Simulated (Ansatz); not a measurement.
# CS: the interaction energy of a dimer with the counterpoise correction

Computed with Ansatz 0.2.0, Python API.

At the Python prompt:
```pycon
>>> import ansatz as az
>>> FIRST = [
...     ("C", (0.8992, 0.0, 0.0)),
...     ("S", (-0.8992, 0.0, 0.0)),
... ]
>>> SECOND = [
...     ("C", (-0.6535, 3.7958, 0.8092)),
...     ("S", (0.7772, 3.0987, 1.6468)),
... ]
>>> def energy(atoms, ghosts=()):
...     molecule = az.Crystal.molecule()
...     for symbol, xyz in atoms:
...         molecule = molecule.atom(symbol, xyz)
...     calc = (
...         molecule.calculation()
...         .basis(gaussian="def2-SVPD")
...         .functional("r2scan", dispersion="d3bj")
...         .scf(lower_state_search="light")
...     )
...     deck = calc.input()
...     if ghosts:
...         deck = deck.set(az.key.basis.gaussian.ghost_atoms, [{"symbol": s, "position_ang": list(xyz)} for s, xyz in ghosts])
...     return az.Session.from_dict(deck).plan().execute().report["free_energy_ev"]
...
>>> # monomers in their own basis and in the basis of the dimer
>>> both = energy(FIRST + SECOND)
DeckWarning: the engine holds no damping parameters fitted to this dispersion correction and functional, so the run takes those fitted to r2scan beside the three-body term, which d3bj leaves out (hamiltonian.dispersion, under Limitations)
>>> alone = energy(FIRST) + energy(SECOND)
>>> ghosted = energy(FIRST, SECOND) + energy(SECOND, FIRST)
>>> print(f"dimer {both:.6f} eV")
dimer -23726.531631 eV
>>> print(f"interaction, uncorrected   {96.485332 * (both - alone):8.3f} kJ/mol")
interaction, uncorrected     -1.865 kJ/mol
>>> print(f"interaction, counterpoise  {96.485332 * (both - ghosted):8.3f} kJ/mol")
interaction, counterpoise    -0.437 kJ/mol
>>> print(f"basis-set superposition    {96.485332 * (alone - ghosted):8.3f} kJ/mol")
basis-set superposition       1.429 kJ/mol
```

Uncorrected it is -1.865 kJ/mol, with the counterpoise correction -0.437 kJ/mol; the difference, 1.428 kJ/mol, is the superposition error.

Reading the output:
- These settings explore the input space; basis and method may be short of convergence.
- Warnings are shown shortened and without file and line.
- The dimer is a generated trial pose of unrelaxed monomers, not a minimum, so the figure is no binding energy, and the basis set is small.
- A dispersion term here runs with damping parameters fitted for another variant or functional.
- Run time: 12 s on 1 thread of Arm Neoverse V2 (shared host), peak memory 0.19 GiB.
